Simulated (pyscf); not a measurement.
Structures and frequencies: ωB97X-D3(BJ)/def2-SVP in PySCF.

**Question.** PBE/def2-TZVP puts the barrier of H₃C–Cd–NH₂ + CH₄ → H₃C–Cd–CH₃ + NH₃ (four-centre exchange; singlet surface; Cd–N, C–H broken, C–Cd, H–N formed) at 33.3 kcal/mol and the reaction energy at +4.6 kcal/mol, from the separated reactants. What do B3LYP-D3(BJ)/def2-TZVP, M06-2X/def2-TZVP, ωB97M-D3(BJ)/def2-TZVP give on the same structures?

**Answer.** B3LYP-D3(BJ): ΔE‡ = 36.3 kcal/mol, ΔE = +5.3 kcal/mol; M06-2X: ΔE‡ = 33.2 kcal/mol, ΔE = +5.7 kcal/mol; ωB97M-D3(BJ): ΔE‡ = 36.0 kcal/mol, ΔE = +4.5 kcal/mol. PBE's barrier matches one of them and lies within 3.0 kcal/mol of the others. Its reaction energy matches one of them and lies within 1.1 kcal/mol of the others. On the product side the descent ends in a bound adduct (not fully relaxed), 8.2 kcal/mol under the separated species and 39.0 kcal/mol under the saddle at ωB97X-D3(BJ)/def2-TZVP. One saddle was located; it need not be the lowest between these sides. Elements past Kr carry the def2 core potentials, without spin-orbit coupling.
